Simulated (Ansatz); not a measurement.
Input for Ansatz (development build ahead of 0.2.0):

```yaml
crystal:
  periodic: [false, false, false]
  atoms:
    - { symbol: C, position_ang: [0.0, 0.0, 0.0] }
    - { symbol: H, position_ang: [1.65423, 0.0, 0.95507] }
    - { symbol: H, position_ang: [-1.65423, 0.0, 0.95507] }
basis:
  gaussian: { orbitals: "6-31G" }
magnetization:
  initial_magnetization: 2
hamiltonian:
  xc: hf
correlation:
  method: fci
  frozen_orbitals: { C: 1, H: 0 }
```

The input is written out in the form of the current development build from the run's settings.

The run gave:

```yaml
Converged: yes
Total_energy: -38.77594 hartree
State: lowest triplet root, of any spatial symmetry
```
